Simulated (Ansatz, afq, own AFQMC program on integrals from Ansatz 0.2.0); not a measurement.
## Where AFQMC and coupled cluster stand for SiHO, doublet

```yaml
atoms:
  - { symbol: Si, position_ang: [0.0000, -0.1497, 0.4787] }
  - { symbol: O, position_ang: [0.0000, 0.0595, -1.0298] }
  - { symbol: H, position_ang: [0.0000, 3.2273, 3.0077] }
```

Connectivity, by distances: Si–O ··· H.

Basis cc-pVDZ. Noble-gas cores (and the filled d shells of Ga–Kr and In–Xe) are frozen. Ansatz 0.2.0 and our own AFQMC program on the same integrals; the CISD trial comes from CCSD amplitudes, and released means the phaseless constraint is let go. Uncertainties: one standard error, sampling alone.

Determinant: UHF, the one that the program's search chose, which needn't be the lowest solution. The geometry is a point of a scan.

No full CI on the walks' own integrals is used here. The released AFQMC energy serves as the reference, which it does only where one determinant dominates, the energy is flat over the last release times and near the phaseless one (40 meV or 2 meV an electron, half that with transition metals). On small molecules, where full CI could be run and the noise was under 10 meV, such values lay within 10 meV of it in 19 cases of 20, a flattering rate, since the rule was set on those same cases; what remains of the bias isn't in the error bar.

Cautions: the released value is read at 0.99 1/Eh with a noise of 20 meV, more than in the cases checked, later times being too noisy (meV from the phaseless value at times in 1/Eh: -44 ± 26 at 0.24, -26 ± 24 at 0.51, -14 ± 20 at 0.99, -65 ± 51 at 1.62, -88 ± 45 at 2.40).

- T1 diagnostic: 0.0297
- weight of the determinant in the CISD state: 0.871
- ⟨S²⟩ of the determinant: 0.750
- size of the correlated space: 11 electrons in 31 orbitals

| level | correlation energy (eV) |
| --- | --- |
| MP2 | -7.4703 |
| CCSD | -7.6151 |
| CCSD(T) | -7.9386 |

(1) Estimate where AFQMC with the constraint released lies against CCSD(T) on the same integrals.

(1) 0.44 ± 0.46 kcal/mol below CCSD(T). The gap is under twice the noise, so this walk alone can't tell the two apart.

Reference: AFQMC with the constraint released, correlation energy -7.958 ± 0.020 eV.

| level | E − E(reference) (kcal/mol) | share of correlation (%) |
| --- | --- | --- |
| CCSD(T) | 0.44 ± 0.46 | 99.76 |
| CCSDT | 0.04 ± 0.46 | 99.98 |
| CCSDT(Q) | -1.07 ± 0.46 | 100.58 |
| ph-AFQMC/HF | -6.24 ± 2.91 | 103.40 |
| ph-AFQMC/CISD | 0.33 ± 0.67 | 99.82 |

CCSDT and higher add their correlation energy to the determinant of the CCSD(T) run, since their own runs factorise the integrals more tightly (a shift of under 2 meV). A walk keeps the symmetry of its determinant, which the program's search chose and which needn't be the lowest solution, so a lower state of the same spin and another symmetry isn't excluded. Released energies are given only where the last usable release times agree within the noise; a slower fall can still hide under it.
